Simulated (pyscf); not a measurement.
Structures and frequencies: ωB97X-D3(BJ)/def2-SVP in PySCF. MP2 and CC: frozen core, UHF for open shells. ΔMP2 is the change of the MP2 total energy from the triple- to the quadruple-zeta basis.

Q: What is the homolytic dissociation enthalpy (298 K, CCSD(T)/def2-TZVPP + ΔMP2(QZVPP)) of the H–Se bond of `[SeH][SbH2]`, to •Se–SbH₂ + H•?

A: H–Se to •Se–SbH₂ + H•: 78.7 kcal/mol. Other isomers of •Se–SbH₂ were not searched in full and may lie lower. The CCSD(T) − MP2 part came from Ansatz, without density fitting, on the same reference. The frozen core leaves the outer d or s,p core shells of the metals and heavy elements correlated in the MP2 and CC values, and def2-TZVPP describes them poorly, which can shift differences by a few kcal/mol. Elements up to Kr have no core potential and no relativistic terms here. Elements past Kr carry the def2 core potentials, without spin-orbit coupling.
